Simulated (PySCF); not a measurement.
# Ionisation energy of Be by level of theory

Be [He] 2s2 (1S) → Be⁺ [He] 2s1 (2S), as a difference of total energies. Computed with PySCF 2.14 in x2c-TZVPall, with scalar relativity by spin-free X2C-1e. Correlated levels: valence: 1s2 frozen. The calculations carry no spin-orbit coupling.

| method | ionisation energy (eV) |
| --- | --- |
| UHF | 8.043 |
| M06-L | 8.913 |
| M06-2X | 9.065 |
| MP2 (valence) | 8.753 |
| SCS-MP2 (valence) | 8.895 |
| CCSD (valence) | 9.270 |

Task: How much does correlation contribute at MP2 (valence)?

Result: 8.753 − (8.043) = 0.710 eV, measured against UHF.

Errors of the correlated levels include the incompleteness of this basis and the frozen core.

With two correlated electrons CCSD is exact in that space.

For comparison: 9.323 eV (measured; NIST Atomic Spectra Database, ionization energies).
